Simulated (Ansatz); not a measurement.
**Relaxing CaCu3**

These are results of Ansatz 0.2.0, DFT PBE, scalar-relativistic, plane waves, PAW, not measurements. Cutoff 420 eV, Γ-centred k mesh, Gaussian smearing, no spin polarisation in the final step.

The start puts CaCu3 on the Cu3Au (L1_2) structure type (Pm-3m, No. 221), with Ca in place of Au, at a guessed volume.

```
Ca Cu
1.0
     4.02162    0.00000    0.00000
     0.00000    4.02162    0.00000
     0.00000    0.00000    4.02162
Ca Cu
1 3
Direct
  0.00000 0.00000 0.00000
  0.00000 0.50000 0.50000
  0.50000 0.00000 0.50000
  0.50000 0.50000 0.00000
```

Cell and atoms relax at zero pressure; the relaxation can't lower the symmetry of the start.

Formation energies are uncorrected and refer to the elements' standard structures at the same level.

(1) Which crystal results?

(2) What are its volume, energy, density and gap?

Answers

(1) It keeps Pm-3m (No. 221). The result has the Cu3Au (L1_2) structure. Conventional cell: a = 4.066 Å. Ca has 12 Cu at 2.88 Å; Cu has 4 Ca at 2.88 Å and 8 Cu at 2.88 Å.

Space group Pm-3m (No. 221). a = 4.066 Å, b = 4.066 Å, c = 4.066 Å, α = 90.00°, β = 90.00°, γ = 90.00°
| atom | site | symmetry | x | y | z |
| --- | --- | --- | --- | --- | --- |
| Ca | 1a | m-3m | 0.0000 | 0.0000 | 0.0000 |
| Cu | 3c | 4/mm.m | 0.0000 | 0.5000 | 0.5000 |

(2) The volume per atom is 16.81 Å³. The density is 5.70 g/cm³. The energy over the elements is 0.16 eV/atom and the gap on the 12×12×12 mesh is 0 eV (a metal).

The final run used a 12×12×12 mesh on its 4-atom cell and 0.10 eV smearing. For metals, differences of a few meV/atom aren't resolved. A structure relaxed within its symmetry needn't be a true minimum.

Cost: 2 runs of about 0.65 core-minutes in all, on Arm Neoverse V2 (shared hosts).